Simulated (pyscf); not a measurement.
Structures and frequencies: ωB97X-D3(BJ)/def2-SVP in PySCF. Correlated levels are frozen-core, on RHF or UHF. ΔMP2 is the change of the MP2 total energy from the triple- to the quadruple-zeta basis.

Problem. What is the homolytic dissociation enthalpy (298 K, CCSD(T)/def2-TZVPP + ΔMP2(QZVPP)) of the B–O bond of `[BH2][O][CH]` [singlet], to BH₂• + •HC=O?

Solution. B–O to BH₂• + •HC=O: 56.1 kcal/mol. The radicals are drawn with the spin at the cut bond; how far it spreads was not checked. H₂B–O–CH: [singlet] lies 107.9 kcal/mol over its isomer H₃C–B=O, and others may lie lower still (electronic energy, ωB97M-D3(BJ)). The CCSD(T) − MP2 part came from Ansatz, without density fitting, on the same reference.
